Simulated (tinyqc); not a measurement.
Inside a calculation. Method: MP2 on RHF in the sto-3g basis, frozen core, for H2O, spin multiplicity 1. One step of it, computed by the program tinyqc.

Task: Iteration 8 (converged): orbitals. Diagonalise F' = X^T F X, C = X C', fill 5 alpha and 5 beta electrons from the bottom; D = 2 C_occ C_occ^T. Each column has its largest component positive (the first on a tie).

converged F (hartree), lower triangle:
```
             1O 1s      1O 2s     1O 2px     1O 2py     1O 2pz      2H 1s      3H 1s
1O 1s   -20.274033
1O 2s    -5.166388  -2.410199
1O 2px    0.000000   0.000000  -0.394814
1O 2py    0.000000   0.000000   0.000000  -0.216693
1O 2pz   -0.024074  -0.067303   0.000000   0.000000  -0.252577
2H 1s    -0.758383  -0.737421   0.000000  -0.319454  -0.344476  -0.382801
3H 1s    -0.758383  -0.737421   0.000000   0.319454  -0.344476  -0.265693  -0.382801
```

X, lower triangle:
```
            1O 1s      1O 2s    1O 2px     1O 2py     1O 2pz      2H 1s     3H 1s
1O 1s    1.023399
1O 2s   -0.134605   1.132614
1O 2px   0.000000   0.000000  1.000000
1O 2py   0.000000   0.000000  0.000000   1.052973
1O 2pz  -0.007297   0.068078  0.000000   0.000000   1.041870
2H 1s    0.017419  -0.196675  0.000000  -0.149037  -0.121432   1.112461
3H 1s    0.017419  -0.196675  0.000000   0.149037  -0.121432  -0.076185  1.112461
```

Give: F' = X^T F X; orbital energies; coefficients C; D after iteration 8.

Result:

F' = X^T F X (hartree), lower triangle:
```
         1       2       3       4       5       6       7
1  -19.901
2   -2.679  -1.350
3    0.000   0.000  -0.395
4    0.000   0.000   0.000  -0.045
5   -0.053   0.102   0.000   0.000  -0.114
6   -0.076  -0.363   0.000  -0.359  -0.312  -0.033
7   -0.076  -0.363   0.000   0.359  -0.312  -0.085  -0.033
```

orbital energies (hartree): MO1 -20.282, MO2 -1.203, MO3 -0.507, MO4 -0.456, MO5 -0.395, MO6 0.458, MO7 0.514

coefficients C:
```
           MO1     MO2     MO3     MO4    MO5     MO6     MO7
1O 1s    0.995  -0.241   0.000   0.094  0.000  -0.100   0.000
1O 2s    0.023   0.902   0.000  -0.478  0.000   0.584   0.000
1O 2px   0.000   0.000   0.000   0.000  1.000   0.000   0.000
1O 2py   0.000   0.000   0.637   0.000  0.000   0.000   0.865
1O 2pz   0.003   0.079   0.000   0.701  0.000   0.789   0.000
2H 1s   -0.004   0.136   0.455   0.356  0.000  -0.667  -0.722
3H 1s   -0.004   0.136  -0.455   0.356  0.000  -0.667   0.722
```

D after iteration 8, lower triangle:
```
         1O 1s   1O 2s  1O 2px  1O 2py  1O 2pz   2H 1s  3H 1s
1O 1s    2.112
1O 2s   -0.479   2.083
1O 2px   0.000   0.000   2.000
1O 2py   0.000   0.000   0.000   0.812
1O 2pz   0.100  -0.528   0.000   0.000   0.996
2H 1s   -0.007  -0.095   0.000   0.580   0.521   0.705
3H 1s   -0.007  -0.095   0.000  -0.580   0.521  -0.124  0.705
```
